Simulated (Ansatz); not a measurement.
bcc Nb, treated with r²SCAN (Ansatz, a quantum-chemistry and plane-wave program, PAW).

Settings: plane-wave cutoff 600 eV, 28×28×28 k mesh, Fermi–Dirac smearing 0.058 eV (set by the program), no spin polarisation, scalar-relativistic PAW data made under PBE.

Cell (relaxed at this level):

```
CELL_PARAMETERS angstrom
     -1.65169     1.65169     1.65169
      1.65169    -1.65169     1.65169
      1.65169     1.65169    -1.65169
ATOMIC_POSITIONS crystal
  Nb 0.00000 0.00000 0.00000
```

Predict the elastic constant C12, Voigt–Reuss–Hill shear modulus (Hill average), Voigt–Reuss–Hill bulk modulus, elastic constant C44 and elastic constant C11.


- elastic constant C12 = 136 GPa
- Voigt–Reuss–Hill shear modulus (Hill average) = 22.6 GPa
- Voigt–Reuss–Hill bulk modulus = 174 GPa
- elastic constant C44 = 10.7 GPa
- elastic constant C11 = 251 GPa

Measured, for comparison: elastic constant C12 133 GPa, elastic constant C44 30.8 GPa, elastic constant C11 253 GPa (4 K, zero-point motion not removed; as tabulated in Wang et al. (2022), arXiv:2209.12322). Computed (rounded) less measured: elastic constant C12 +2 %, elastic constant C44 -65 %, elastic constant C11 -0.8 %.

Note: the shear constants of this metal are likely not converged at this k mesh and smearing.

Elastic constants are with the ions relaxed.

Computing time: very roughly 10 core-minutes.
